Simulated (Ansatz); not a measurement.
System: rock-salt GdN. Method: HSE06 in Ansatz (plane waves, PAW).

Run with plane-wave cutoff 460 eV, 10×10×10 k mesh, Fermi–Dirac smearing 0.01 eV, spin-polarised with parallel moments, scalar-relativistic PAW data made under PBE.

A third-order Birch–Murnaghan fit to the energies gives V0 = 15.407 Å³/atom, B0 = 160 GPa, B′ = 4.2.

| V (Å³/atom) | P (GPa) |
|---|---|
| 14.634 | … |
| 14.988 | 4.67 |
| 15.405 | 0.01 |
| 15.790 | … |
| 16.175 | … |

Task: Estimate the withheld pressures from this fit; the answers are the runs' own values.

Result: 
- 14.634, P (GPa): 9.17
- 15.790, P (GPa): -3.72
- 16.175, P (GPa): -7.04

The formula P = (3/2) B0 (x^(7/3) − x^(5/3)) [1 + (3/4)(B′ − 4)(x^(2/3) − 1)] with x = V0/V meets the computed pressures within 0.02 GPa when these rounded values are put in.

Measured, for comparison: bulk modulus 192 ± 35 GPa (temperature not stated, no zero-point or thermal correction; as tabulated in Doll (2008), arXiv:0801.3152); equilibrium volume per atom 15.38 Å³/atom (temperature not stated, no zero-point or thermal correction; as tabulated in Natali et al. (2013), arXiv:1208.2410). Computed (rounded) less measured: bulk modulus -17 % (inside the measured uncertainty), equilibrium volume per atom +0.2 %.

Note: the state of the 4f shell is in doubt.

Spin–orbit coupling is not included; it can open a gap where bands touch, and shift volumes and moduli.

Computed values are for the static lattice.

The result took around 30 core-minutes (rough).

Ansatz is an electronic-structure program.
